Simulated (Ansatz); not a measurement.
Basis-set extrapolation for C3H7NO, SMILES `CNC(C)=O` (PBE0-D4/def2-TZVP geometry, frozen core, the Gaussian-basis code of Ansatz). Multiplicity 1, RHF reference.

|  | def2-TZVPP | def2-QZVPP |
| --- | --- | --- |
| HF | -247.109499 | -247.121126 |
| MP2 correlation | -0.946668 | -1.012665 |
| CCSD(T) correlation | -1.019280 | not run |

Energies in hartree. Use E(X) = E(∞) + A·exp(−7.88·√X) for Hartree–Fock and E(X) = E(∞) + B·X^(−2.97) for correlation, with X = 3 and 4, and add CCSD(T) minus MP2 of the smaller set to the MP2 limit.

Problem. What is the CCSD(T) energy at the basis-set limit?

Solution. HF limit: -247.121126 + (-0.011627) × 0.13774 = -247.12273. MP2 limit: -1.012665 + (-0.065997) × 0.74074 = -1.06155. Higher-order term: -1.019280 − (-0.946668) = -0.07261. Total: -248.25689 hartree, 80.4 kcal/mol below CCSD(T)/def2-TZVPP.
